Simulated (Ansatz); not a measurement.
# AlH2SF (SMILES [F][AlH][SH]): levels of theory compared

Wanted: a comparison of 5 runs (BHLYP/STO-3G, revPBE/STO-3G, MP2/STO-3G, UMP2/STO-3G, CCSDT/STO-3G) of AlH2SF. 

The results are computed with Ansatz 0.2.0.

65 further runs of the same task are left out: 1 that didn't finish, 64 set aside as unsound or not needed.

### Step 1. The system as given

AlH2SF has 5 atoms, charge 0, and is taken as a singlet. As SMILES, `[F][AlH][SH]`. The H5–S3 distance was set to 3.363 Å, away from the relaxed value. At this shape a bond of the SMILES string is far longer than usual.

Bond lengths: F1–Al2 1.645 Å, Al2–S3 2.169 Å, Al2–H4 1.569 Å. Angles: F1–Al2–S3 116.3°, F1–Al2–H4 119.8°, S3–Al2–H4 123.9°.

### Step 2. The energy at BHLYP/STO-3G (run 1)

Input file run.yaml:

```yaml
crystal:
  periodic: [false, false, false]
  atoms:
    - {symbol: F, position_ang: [-1.257801, -2.999230, 2.265929]}
    - {symbol: Al, position_ang: [-0.568201, -1.772530, 1.413229]}
    - {symbol: S, position_ang: [1.481799, -1.280830, 1.921929]}
    - {symbol: H, position_ang: [-1.395401, -1.033030, 0.303229]}
    - {symbol: H, position_ang: [1.572300, 1.158200, -0.392100]}
basis:
  gaussian: {orbitals: STO-3G}
hamiltonian: {xc: {name: BHLYP}}
accuracy: high
```

Launch:

```console
$ ansatz run run.yaml --threads 1 --pin off --max-ram 2610MiB --events-out events.jsonl --progress --plain --runs-dir runs
```

What it wrote:

```text
Warning: RAYON_NUM_THREADS=1 ignored (pool sized by the plan → 1); use --threads N
Functional definition: BHLYP
  name "BHLYP"
  parameter a = 0.5
  exchange = (1 - a)*b88_x + a*exact_x
  correlation = lyp_c
448 factors; integrals over basis functions are off by at most 2.8e-8 eV
mean field evaluation 1: about -19933.3418 eV, gradient 2.4e1 eV
mean field evaluation 2: about -19930.1876 eV, gradient 3.0e1 eV
mean field evaluation 4: about -19935.7558 eV, gradient 1.6e0 eV
mean field evaluation 8: about -19935.7679 eV, gradient 2.1e-1 eV
mean field evaluation 16: about -19935.7618 eV, gradient 1.8e-4 eV
mean field -19935.76176092 eV, -732.6257317692 hartree, gradient 1.7e-8 eV, S^2 0.000000; 2 other end points of the search recorded, 0 dependent functions left out
reference -19935.76178150 eV, -732.6257325253 hartree; 20, 20 occupied and 5, 5 virtual orbitals, 448 factors
Total energy: -19935.76178150 eV, -732.6257325253 hartree
```

It took 0.58 s on 1 thread of AMD EPYC 9R45 (Zen 5), shared host.

### Step 3. A single-point energy at revPBE/STO-3G (run 2)

Input file job.yaml:

```yaml
crystal:
  periodic: [false, false, false]
  atoms:
    - {symbol: F, position_ang: [-1.257801, -2.999230, 2.265929]}
    - {symbol: Al, position_ang: [-0.568201, -1.772530, 1.413229]}
    - {symbol: S, position_ang: [1.481799, -1.280830, 1.921929]}
    - {symbol: H, position_ang: [-1.395401, -1.033030, 0.303229]}
    - {symbol: H, position_ang: [1.572300, 1.158200, -0.392100]}
basis:
  gaussian:
    orbitals: STO-3G
hamiltonian:
  xc: {name: revPBE}
accuracy: high
```

Launch:

```console
$ ansatz run job.yaml --threads 1 --pin off --max-ram 2610MiB --events-out events.jsonl --progress --plain --runs-dir runs
```

What it wrote:

```text
Warning: RAYON_NUM_THREADS=1 ignored (pool sized by the plan → 1); use --threads N
Functional definition: revPBE
  name "revPBE"
  parameter kappa = 1.245
  parameter beta = 0.06672455060314922
  exchange = pbe_x(kappa = kappa, mu = beta*pi^2/3)
  correlation = pbe_c(beta = beta)
448 factors; integrals over basis functions are off by at most 2.8e-8 eV
mean field evaluation 1: about -19923.1306 eV, gradient 3.1e1 eV
mean field evaluation 2: about -19891.7191 eV, gradient 1.1e2 eV
mean field evaluation 4: about -19920.2705 eV, gradient 2.4e1 eV
mean field evaluation 8: about -19933.7463 eV, gradient 1.2e-1 eV
mean field evaluation 16: about -19911.1167 eV, gradient 6.9e1 eV
mean field evaluation 32: about -19932.7430 eV, gradient 7.0e-1 eV
mean field -19933.74638819 eV, -732.5516681874 hartree, gradient 6.2e-9 eV, S^2 0.000000; 4 other end points of the search recorded, 0 dependent functions left out
reference -19933.74639063 eV, -732.5516682770 hartree; 20, 20 occupied and 5, 5 virtual orbitals, 448 factors
Total energy: -19933.74639063 eV, -732.5516682770 hartree
```

Wall time 0.96 s (1 thread of AMD EPYC 9R45 (Zen 5), shared host).

Runs 3 to 4 aren't shown in full; the table further down has their settings and results.

### Step 4. A single-point energy at CCSDT/STO-3G (run 5)

job.yaml: that of step 3 with these lines changed.

```diff
@@ -11,4 +11,7 @@
     orbitals: STO-3G
-hamiltonian:
-  xc: {name: revPBE}
+correlation:
+  method: ccsdt
+  frozen_orbitals: {Al: 5, F: 1, H: 0, S: 5}
 accuracy: high
+scf:
+  omitted_lower_state_checks: [cluster_reference, increment]
```

Launch:

```console
$ ansatz run job.yaml --threads 1 --pin off --max-ram 2610MiB --events-out events.jsonl --progress --plain --runs-dir runs
```

What it wrote:

```text
Warning: RAYON_NUM_THREADS=1 ignored (pool sized by the plan → 1); use --threads N
[... 13 lines left out ...]
11 core orbitals not correlated: weight in the atoms' cores, before any rotation towards them, 0.999 or more for the frozen orbitals, at most 0.000 for the correlated occupied ones
[... 48 lines left out ...]
WARN: these amplitudes may be one of several solutions (largest doubles amplitude 0.91, level shift 14.92 eV)
Total energy: -19902.28208063 eV, -731.3953762117 hartree
Checks for a lower state left out: cluster_reference, increment
```

It took 0.32 s on 1 thread of AMD EPYC 9R45 (Zen 5), shared host.

### Step 5. Overview of the runs

```tsv
run	level	frozen core orbitals	energy (Eh)	wall time
1	BHLYP/STO-3G	–	-732.625733	0.58 s
2	revPBE/STO-3G	–	-732.551668	0.96 s
3	MP2/STO-3G	11	-731.328261	0.16 s
4	UMP2/STO-3G	11	-731.375184	0.3 s
5	CCSDT/STO-3G	11	-731.395376	0.32 s
```

### Step 6. Summary of results

| quantity | value |
| --- | --- |
| run 5: total energy | -731.39538 Eh |
| run 5: correlation energy (11 core orbitals frozen) | -296.8 mEh |
| run 5: T1 diagnostic | 0.028 |

**Reading.** Totals of different functionals can't be ranked against each other. In runs 3, 5 the log says that unrestricted orbitals would lower the reference, so the values rest on an unstable closed-shell determinant (other closed-shell runs at this shape may share the fault). In runs 1, 2, 3, 4, 5 the basis is minimal, so the values are rough. Spin contamination of the reference: run 4 ⟨S²⟩ = 1.00. Where it is this large, the reference is a mixture of spin states, and values that rest on it are in doubt. All runs together took 2.3 s, the longest 0.96 s.
